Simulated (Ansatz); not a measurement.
# CH₃BSi (SMILES B[Si]#C): one structure at several levels

How do the functionals fare away from a minimum? The structure is a structure displaced at random from a GFN2-xTB minimum.

The runs use Ansatz 0.2.0, Gaussian basis; single points in def2-TZVPP.

Correlated methods freeze the cores. B3LYP uses VWN-RPA correlation.

**1. Starting geometry**

6 atoms, charge 0, spin multiplicity 1.

Atoms are counted from 1 here; the program's logs count them from 0.

Bond lengths: B1–Si2 1.982 Å, B1–H4 1.131 Å, B1–H5 1.221 Å, Si2–C3 1.761 Å, C3–H6 1.098 Å. Angles: Si2–B1–H4 119.2°, Si2–B1–H5 120.7°, H4–B1–H5 120.0°, B1–Si2–C3 178.6°, Si2–C3–H6 176.3°.

Coordinates:

```xyz
6
CH3BSi
B    -0.5127    1.4520   -0.2731
Si    0.1149   -0.3963    0.0705
C     0.7028   -2.0333    0.3467
H    -1.3834    1.8593    0.3229
H     0.0724    2.1709   -1.0674
H     1.0043   -3.0774    0.5055
```

**2. CCSD(T)/def2-TZVPP**

The input, run/in.yaml:

```yaml
crystal:
  periodic: [false, false, false]
  atoms:
    - {symbol: B, position_ang: [-0.512700, 1.452000, -0.273100]}
    - {symbol: Si, position_ang: [0.114900, -0.396300, 0.070500]}
    - {symbol: C, position_ang: [0.702800, -2.033300, 0.346700]}
    - {symbol: H, position_ang: [-1.383400, 1.859300, 0.322900]}
    - {symbol: H, position_ang: [0.072400, 2.170900, -1.067400]}
    - {symbol: H, position_ang: [1.004300, -3.077400, 0.505500]}
basis:
  gaussian: {orbitals: def2-TZVPP}
correlation: {method: ccsd_t}
output: {forces: true}
```

The command line of these runs was not kept.

**3. PBE0-D4/def2-TZVPP**

Changes to run/in.yaml since step 2:

```diff
@@ -11,3 +11,3 @@
   gaussian: {orbitals: def2-TZVPP}
-correlation: {method: ccsd_t}
-output: {forces: true}
+hamiltonian: {xc: pbe0, dispersion: d4}
+output: {forces: true, orbitals: {seedname: orbitals}}
```

**4. wB97M-V/def2-TZVPP**

Changes to run/in.yaml since step 3:

```diff
@@ -11,3 +11,3 @@
   gaussian: {orbitals: def2-TZVPP}
-hamiltonian: {xc: pbe0, dispersion: d4}
-output: {forces: true, orbitals: {seedname: orbitals}}
+hamiltonian: {xc: {name: wB97M-V}}
+output: {forces: true}
```

**5. r2SCAN-D4/def2-TZVPP**

Changes to run/in.yaml since step 4:

```diff
@@ -11,3 +11,3 @@
   gaussian: {orbitals: def2-TZVPP}
-hamiltonian: {xc: {name: wB97M-V}}
+hamiltonian: {xc: r2scan, dispersion: d4}
 output: {forces: true}
```

**6. PBE-D4/def2-TZVPP**

Changes to run/in.yaml since step 5:

```diff
@@ -11,3 +11,3 @@
   gaussian: {orbitals: def2-TZVPP}
-hamiltonian: {xc: r2scan, dispersion: d4}
+hamiltonian: {xc: pbe, dispersion: d4}
 output: {forces: true}
```

**7. B3LYP-D4/def2-TZVPP**

Changes to run/in.yaml since step 6:

```diff
@@ -11,3 +11,3 @@
   gaussian: {orbitals: def2-TZVPP}
-hamiltonian: {xc: pbe, dispersion: d4}
+hamiltonian: {xc: {name: B3LYP}, dispersion: d4}
 output: {forces: true}
```

**8. BLYP-D4/def2-TZVPP**

Changes to run/in.yaml since step 7:

```diff
@@ -11,3 +11,3 @@
   gaussian: {orbitals: def2-TZVPP}
-hamiltonian: {xc: {name: B3LYP}, dispersion: d4}
+hamiltonian: {xc: {name: BLYP}, dispersion: d4}
 output: {forces: true}
```

(Steps that only read results are left out.)

**Question.** What will these runs give? Wanted: energy less free atoms, CCSD(T)/def2-TZVPP; RMS force component; RMS force error; HOMO and LUMO, PBE0-D4; T1 diagnostic.

The runs gave:

```
                                  quantity                                                                                            value
energy less free atoms, CCSD(T)/def2-TZVPP                                                                                   -1802.1 kJ/mol
                       RMS force component                                                             1.414 to 1.852 eV/Å over the methods
                           RMS force error  PBE0-D4 0.338, wB97M-V 0.491, r2SCAN-D4 0.230, PBE-D4 0.162, B3LYP-D4 0.273, BLYP-D4 0.091 eV/Å
                    HOMO and LUMO, PBE0-D4                                                                               -6.53 and -3.64 eV
                             T1 diagnostic                                                                                            0.044
```

In words: Against CCSD(T) the functionals' energies less atoms differ by -107.5 to -17.6 kJ/mol, PBE-D4 by -107.5 kJ/mol. The reference is not at the basis limit: in triple zeta CCSD(T) underbinds, which counts against methods that bind more; the gaps are no ranking. The forces of BLYP-D4 come nearest to CCSD(T), those of wB97M-V are farthest. Frozen-core CCSD(T) forces in triple zeta carry basis errors of their own, and this is one geometry, so small gaps rank nothing. The T1 diagnostic is large here, over the usual mark for main-group molecules (transition-metal compounds often pass it harmlessly), so CCSD(T) itself may be off. The restricted Hartree–Fock reference is unstable towards an unrestricted one at one or more of these structures.
